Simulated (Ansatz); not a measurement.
# O₂ (charge +1): harmonic frequencies at the relaxed geometry

With the Ansatz DFT code, driven from Python.

Run as a notebook:

In [1]:
```python
import itertools

import ansatz
from ase.data import atomic_numbers, covalent_radii
import numpy as np

system = (
    ansatz.Crystal.molecule()
    .atom('O', [0.0, 0.0, 0.0])
    .atom('O', [0.0, 0.0, 1.3])
)
```

In [2]:
```python
setup = (
    system.calculation()
    .basis(gaussian='cc-pVDZ')
    .functional('pbe0', dispersion='d3bj')
    .charge(1)
    .spin('collinear', total=1)
)
symbols = [site.symbol for site in system.cartesian_sites]
start = np.array([site.position_ang for site in system.cartesian_sites], dtype=float)
report = setup.relax(force_tolerance=0.003, max_steps=100).run(threads=1).report
end = np.array(report['positions_ang'])
```

In [3]:
```python
# pairs closer than 1.2 times the sum of covalent radii, before or after
radius = [covalent_radii[atomic_numbers[s]] for s in symbols]
span = lambda where, i, j: np.linalg.norm(where[i] - where[j])
bonded = [(i, j) for i, j in itertools.combinations(range(len(symbols)), 2) if min(span(start, i, j), span(end, i, j)) < 1.2 * (radius[i] + radius[j])]
print('pair        before    after (A)')
for i, j in bonded:
    print(f'{symbols[i]}{i}-{symbols[j]}{j}'.ljust(10), f'{span(start, i, j):8.4f} {span(end, i, j):8.4f}')
```
```text
pair        before    after (A)
O0-O1        1.3000   1.1017
```

In [4]:
```python
# same settings at the minimum
minimum = ansatz.Crystal.molecule()
for symbol, place in zip(symbols, end):
    minimum = minimum.atom(symbol, place.tolist())
vibrating = (
    minimum.calculation()
    .basis(gaussian='cc-pVDZ')
    .functional('pbe0', dispersion='d3bj')
    .charge(1)
    .spin('collinear', total=1)
    .phonons(temperatures=(200, 600, 100))
)
vib = vibrating.run(threads=1).report['vibrations']
sums = vib['harmonic_sums']
modes = [m['omega_inv_cm'] for m in sums['modes_at_gamma'] if m['rigid_motion'] == 'no']
for number, w in enumerate(modes, start=1):
    print(f'mode {number:2d} {w:9.1f} 1/cm {w / 8065.544 * 1000:8.2f} meV')
print('imaginary modes:', sum(w < 0 for w in modes), ' zero-point energy:', round(sums['zero_point_energy_ev'], 4), 'eV')
```
```text
mode  1    2159.9 1/cm   267.79 meV
imaginary modes: 0  zero-point energy: 0.1339 eV
```

The settings weren't tested for convergence. The frequencies are harmonic and unscaled, in a modest basis. The run takes the species as open-shell (spin multiplicity 2), which needn't be its ground state. The spin state was assumed, and another may lie lower. Hardware and time: 6.2 s on 1 thread of Arm Neoverse V1 (shared host), peak memory 0.17 GiB.
